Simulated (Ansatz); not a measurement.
BNC, AlNC: vertical ionisation energies

Ansatz 0.2.0, functionals in def2-QZVPP, HF, MP2 and coupled cluster extrapolated from def2-TZVPP and def2-QZVPP (exp(−7.88 √X), X^−2.97); geometries are PBE0/def2-TZVP minima. Wave-function levels freeze the cores; HF, MP2 and coupled cluster are restricted for singlets and unrestricted otherwise, Kohn–Sham unrestricted where that lies lower. The best estimate adds to that CCSD(T) limit the step from CCSD(T) to the highest level run in a smaller set (CCSDT(Q)/cc-pVDZ, CCSDT(Q)/cc-pVTZ, CCSDTQ/cc-pVDZ). It lacks core correlation, which semilocal and hybrid functionals hold and which counts in their errors here, (a few kJ/mol in atomization energies of light atoms) is good to about 1 kcal/mol where the step is under 0.06 eV, as here, and is no measured value. An error is the level's value less this estimate. Energies are electronic, without zero-point terms. No spin–orbit coupling and no scalar relativity. CCSD(T)'s error is that step with its sign reversed, by construction, and steps from double-zeta sets run high. The species are chosen: bound, without strong static correlation by their natural occupations or amplitudes, in their lowest spin state as far as vertical gaps and like structures tell, with only the lowest ion state computed, and with a ladder that closes on the reference, so errors are smaller than for species at large; levels whose determinant breaks symmetry or spin markedly are left out.

| species | bonds (Å) | quantity | symmetry of the states | reference | value (eV) | error MP2 | error CCSD | error CCSD(T) | error PBE | error wB97M-V |
| --- | --- | --- | --- | --- | --- | --- | --- | --- | --- | --- |
| BNC, singlet | C–N 1.183, B–N 1.415, angle at N 180° | vertical ionisation to the doublet | Σ⁺ / Σ⁺ | limit + step to CCSDTQ and CCSDT(Q)/cc-pVDZ | 10.522 | -0.197 | -0.012 | 0.021 | -0.400 | -0.086 |
| AlNC, singlet | N–Al 1.858, C–N 1.176, angle at N 180° | vertical ionisation to the doublet | Σ⁺ / Σ⁺ | limit + step to CCSDT(Q)/cc-pVTZ | 9.683 | -0.110 | 0.022 | 0.029 | -0.405 | 0.040 |

The reference falls from B to Al, by 0.839 eV in all.
